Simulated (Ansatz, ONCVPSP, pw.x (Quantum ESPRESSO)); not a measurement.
# molybdenum: one change to the ONCV potential, in the atom and in the bcc crystal

- Element: Mo
- Generator: ONCVPSP 4.0.1
- Type: optimised norm-conserving Vanderbilt (ONCV)
- Functional: LDA (Perdew-Wang 92)
- Relativity: scalar-relativistic
- Frozen core: [Ar] 3d10
- Valence charge: 14
- Reference configuration: 4s2 4p6 4d6
- Partial waves: 4s: rc 1.85 bohr, ncon 4, nbas 9, qcut 5.2 1/bohr, 2 projectors, debl 3.9 Ha; 4p: rc 1.85 bohr, ncon 4, nbas 8, qcut 8.1 1/bohr, 2 projectors, debl 2.6 Ha; 4d: rc 2.15 bohr, ncon 4, nbas 8, qcut 6.5 1/bohr, 2 projectors, debl 3.4 Ha
- Local potential: polynomial inside 1.70 bohr (lpopt 5, dvloc0 3 Ha)
- Core correction: Teter function, fcfact 5, rcfact 1.4

Change: d: rc 2.68.

Cutoffs, loose and tight: the cutoffs (Ha) at which the residual kinetic energy of the hardest occupied pseudo-wave falls to 1 and 0.1 mHa per electron. They do not see the model core or the augmentation charge, which bear on the density cutoff. Test errors are all-electron minus pseudo excitation energies from the reference, over the configurations 4s2 4p6 4d5 5s1; 4s2 4p6 4d5; 4s2 4p6 4d4; 4s2 4p6 4d4 5s2; variants that change the core or the reference have their own tests.

Crystal test: bcc Mo in pw.x 7.5, no spin, 15³ k-points, Fermi–Dirac smearing 0.01 Ry, cutoffs set for each file from its atomic test. The reference is all-electron LAPW (Ansatz 0.2.0) with the same functional, mesh and smearing; V0 and B0 come from Birch–Murnaghan fits to the pressures at five volumes. Errors are pseudo minus all-electron; Δ is the rms difference of the E(V) curves that follow from these fits, minima aligned, over ±6 % about the mean V0. Mesh and smearing are coarse, so the numbers serve the comparison and aren't converged zero-temperature values; the lattice is a test structure that the element need not adopt.

All-electron: a0 = 3.113 Å (V0 = 15.08 Å³/atom), B0 = 291.6 GPa.

Question: Does the change bring the crystal closer to the all-electron result?

Answer: The mean pressure error goes from +2.07 to +3.40 GPa, so the change moves the solid further from the all-electron pressures.

```tsv
quantity	base	changed
outcome (atom)	generated	generated
cutoff, loose (atom)	15 Ha	13 Ha
cutoff, tight (atom)	19 Ha	19 Ha
bound ghosts (atom)	none	none
largest test error (meV) (atom)	+23	+50
cutoffs in pw.x (Ry)	50/200	50/200
a0 (Å)	3.120	3.124
a0 error (%)	+0.23	+0.38
B0 error (%)	+0.6	-0.1
Δ (meV/atom)	6.7	10.9
mean pressure error (GPa)	+2.07	+3.40
```

Changed file: The largest radius (2.68 bohr) exceeds half the bond length (2.55 bohr), so the spheres overlap, which is one possible source of error among others.
